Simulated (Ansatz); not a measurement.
# B₂PH+ (doublet): wave-function methods side by side, cc-pVDZ

An exercise on one series of results from a longer session: the logs are not shown, and one member is left open.

Method: cc-pVDZ, core rule «outside noble gas», up to 7 orbitals frozen; program: Ansatz 0.2.0, Gaussian basis.

To be run: UHF; CCSD(T) on ROHF; CCSD(T) on UHF; BCCD(T) on ROHF; CISD as a restricted active space (open shells left free, so some higher excitations enter); CCSDT(Q) on ROHF; CCSDT(Q) on UHF; CASSCF and MRCISD+Q, 9 electrons in 9 orbitals; CASSCF and MRCISD+Q(relaxed), 9 electrons in 9 orbitals; CASSCF and NEVPT2, 9 electrons in 9 orbitals.

19 further runs of the same task are left out: 1 for a known fault of the program, 6 that didn't finish, 12 set aside as unsound or not needed. Runs told in other sessions of the task aren't counted.

### What is computed

The geometry is a PBE0/def2-TZVP stationary point (not a proven minimum) of the parent state, kept for this charge and spin.

4 atoms, charge 1, spin multiplicity 2.

Atoms are counted from 1 here; the program's logs count them from 0.

Bond lengths: B1–B2 1.551 Å, B1–H4 1.177 Å, B2–P3 1.763 Å. Angles: B2–B1–H4 180.0°, B1–B2–P3 180.0°.

The first run:

Input file in.yaml:

```yaml
crystal:
  periodic: [false, false, false]
  atoms:
    - {symbol: B, position_ang: [0.000000, 0.000000, 0.922225]}
    - {symbol: B, position_ang: [0.000000, 0.000000, -0.629175]}
    - {symbol: P, position_ang: [0.000000, 0.000000, -2.392075]}
    - {symbol: H, position_ang: [0.000000, 0.000000, 2.099025]}
basis:
  gaussian: {orbitals: cc-pVDZ}
total_charge: 1
magnetization: {spin_polarized: true, initial_magnetization: 1}
hamiltonian: {xc: hf}
output: {orbitals: {seedname: orbitals}}
```

Started as:

```console
> ansatz run in.yaml --threads 1 --pin off --events-out ev --progress --plain --max-ram 2393MiB
```

Among the steps run: UHF; CCSD(T) on ROHF; CCSD(T) on UHF; BCCD(T) on ROHF; CISD as a restricted active space (open shells left free, so some higher excitations enter); CCSDT(Q) on ROHF; CCSDT(Q) on UHF; CASSCF and MRCISD+Q, 9 electrons in 9 orbitals; CASSCF and MRCISD+Q(relaxed), 9 electrons in 9 orbitals; CASSCF and NEVPT2, 9 electrons in 9 orbitals.

One table of the session follows, with a row left open; its other results are not shown here.

```
   method  from RCCSDT(Q) (kJ/mol)
     ROHF                   +734.7
      UHF                   +671.7
     RMP2                   +150.9
     UMP2                   +188.5
     CISD                   +119.6
    RCCSD                    +49.2
    UCCSD                    +49.6
 RCCSD(T)                    +10.3
 UCCSD(T)                    +17.5
  BCCD(T)                        ?
   RCCSDT                     +4.6
   UCCSDT                     +4.2
RCCSDT(Q)                        0
UCCSDT(Q)                     -1.3
```

Estimate the missing values for BCCD(T).

As computed: from RCCSDT(Q) (kJ/mol): +10.4. In the column «from RCCSDT(Q) (kJ/mol)» it lies between RCCSD(T) (+10.3) and UCCSD(T) (+17.5).

Left out of the table: CASSCF frontier, NEVPT2 frontier, MRCISD frontier, MRCISD+Q frontier (the active space lost an orbital or holds another state than full CI finds).

Caveats from the session: The determinant of HF (⟨S²⟩ 1.46) is far from a pure spin state, so its energy mixes those of several spin states; that is harmless only where they are near-degenerate. The determinant of CCSD(T) (⟨S²⟩ 1.46) is far from a pure spin state, so its energy mixes those of several spin states; high orders of coupled cluster remove much of that, low ones don't. The determinant of CCSDT(Q) (⟨S²⟩ 1.46) is far from a pure spin state, so its energy mixes those of several spin states; high orders of coupled cluster remove much of that, low ones don't. Left out of the table: MRCISD+Q(relaxed) frontier (another determinant or state than the rows shown). Restricted and unrestricted rows rest on different reference determinants; a gap between their highest levels can come from leftover correlation error, from unlike frozen cores or from another state. Warnings in the runs' records: passed over end.
